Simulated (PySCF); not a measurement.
Simulated outer-valence photoelectron spectrum of `C=C=CC=C`. Method: EOM-IP-CCSD/aug-cc-pVDZ in PySCF, restricted Hartree–Fock reference, 5 core orbitals frozen, non-relativistic, gas phase, PBE0-D3(BJ)/def2-SVP geometry.

Each root has a Gaussian of 0.5 eV full width with its one-hole share as area; cross sections and vibrations are left out, and the highest printed point is 100.

(ionisation energy (eV), intensity): (8.2, 1), (8.4, 9), (8.6, 34), (8.8, 55), (9.0, 37), (9.2, 10), (9.4, 1), (9.6, 4), (9.8, 23), (10.0, 51), (10.2, 47), (10.4, 18), (10.6, 3), (10.8, 0), (11.0, 1), (11.2, 11), (11.4, 38), (11.6, 53), (11.8, 31), (12.0, 7), (12.2, 1), (12.4, 8), (12.6, 31), (12.8, 54), (13.0, 38), (13.2, 11), (13.4, 2), (13.6, 4), (13.8, 22), (14.0, 50), (14.2, 47), (14.4, 18), (14.6, 12), (14.8, 47), (15.0, 100), (15.2, 88), (15.4, 33), (15.6, 17), (15.8, 40), (16.0, 53), (16.2, 29), (16.4, 6), (16.6, 1)

Question: Where are the maxima, and how many lines lie under the curve?

Answer: 7 maxima, at 8.8, 10.1, 11.6, 12.8, 14.1, 15.1 and 16.0 eV, from 8 lines. At this width some lines have no maximum of their own.

Question: List the lines with their holes.

Answer: 
```tsv
E (eV)	leading hole (HF orbital)	area	Koopmans (eV)
8.81	HOMO	0.96	8.78
10.08	HOMO-1	0.95	10.43
11.57	HOMO-2	0.94	12.13
12.82	HOMO-3	0.95	14.01
14.08	HOMO-4	0.94	15.68
15.06	HOMO-6	0.93	16.71
15.08	HOMO-5	0.91	16.52
15.96	HOMO-7	0.93	17.79
```

The widest gap, 1.49 eV, lies between 10.08 and 11.57 eV. Only orbitals with −ε under 21 eV, eight at most, were ionised, so the high end of the curve may lack lines.

Shape of the structure used: `[CH2:1]=[C:2]=[CH:3][CH:4]=[CH2:5]`: C2–C3–C4–C5 180°.

One conformer stands for the species.
